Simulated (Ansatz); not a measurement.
Wavefunction ladder for C2H5FS (`CC(F)S`)

```tsv
atom	x (Å)	y (Å)	z (Å)
C1	-0.2202	-0.6660	-0.6175
C2	0.5925	0.1894	0.3181
F3	1.2868	1.1248	-0.4286
S4	-0.3679	0.9863	1.6153
H5	-0.7302	-1.4547	-0.0644
H6	-0.9660	-0.0586	-1.1345
H7	0.4351	-1.1190	-1.3645
H8	1.3375	-0.4040	0.8570
H9	-1.3676	1.4018	0.8193
```

Charge 0, multiplicity 1. The geometry is a stationary point of PBE0-D4/def2-TZVP. It is one conformer, not always the lowest. Frozen core, restricted reference, Ansatz. CBS rows extrapolate triple and quadruple zeta; past MP2 they add the triple-zeta difference.

| basis | HF (Eh) | MP2 corr. | CCSD corr. | (T) | CCSD(T) total |
| --- | --- | --- | --- | --- | --- |
| def2-SVP | -575.34469 | ? | -0.64725 | -0.01640 | ? |
| def2-TZVPP | -575.69861 | -0.77604 | -0.81515 | -0.03092 | -576.54468 |
| def2-QZVPP | ? | -0.83864 | – | – | – |
| CBS(def2) | ? | -0.88502 | ? | as TZ | ? |

**Question.** Fill in the withheld values. (Best estimate.)

**Answer.** Ansatz gave: def2-SVP MP2 corr.: -0.60262; def2-SVP CCSD(T) total: -576.00834; def2-QZVPP HF (Eh): -575.71811; CBS(def2) HF (Eh): -575.72079; CBS(def2) CCSD corr.: -0.92413; CBS(def2) CCSD(T) total: -576.67584.
